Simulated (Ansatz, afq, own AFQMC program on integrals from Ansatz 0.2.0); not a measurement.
# Zr, triplet → Zr, quintet

A free Zr atom.

E(quintet, charge +0) − E(triplet, charge +0) at this geometry, on UHF and UHF determinants.

Basis def2-TZVP with its core potentials. Noble-gas cores (and the filled d shells of Ga–Kr and In–Xe) are frozen. Integrals, coupled cluster, full CI and functionals: Ansatz 0.2.0; the random walks run on the same integrals in our own AFQMC program. ph-AFQMC/CISD is guided by a CISD state made of CCSD amplitudes; releasing the constraint for a short imaginary time cuts its bias at the price of noise, slowly where states lie close. ± is one standard error of the sampling. No spin–orbit coupling. The metal's outer-core s and p shells are frozen, which shifts wave-function levels against functionals. The errors of all members are added in quadrature.

No full CI on the walks' own integrals is used here; CCSDT(Q) serves as the reference and is uncertain by about the last step of the cluster series. Each member takes its own surest rung, up to full CI.

Errors are counted within def2-TZVP, not against nature.

Cautions: no spin-orbit coupling; outer-core shells of the metal frozen; Zr (quintet): another spin lies lower.

| level | vertical spin gap (kJ/mol) |
| --- | --- |
| MP2 | 43.4 |
| CCSD | 62.6 |

Q: From these cheaper values, estimate the vertical spin gap at the reference level in def2-TZVP.

A: 70.1 kJ/mol (CCSDT(Q) in def2-TZVP).

| level | vertical spin gap (kJ/mol) | error against CCSDT(Q) (kJ/mol) |
| --- | --- | --- |
| HF | -1.1 | -71.2 |
| CCSD(T) | 67.4 | -2.6 |
| CCSDT | 69.9 | -0.2 |
| ph-AFQMC/HF | 58.9 ± 3.0 | -11.2 ± 3.0 |

Correlation beyond CCSD(T) adds 2.6 kJ/mol. The perturbative (T) step is worth +4.9 kJ/mol.

A walk keeps the symmetry of its determinant, which the program's search chose and which needn't be the lowest solution, so a lower state of the same spin and another symmetry isn't excluded.
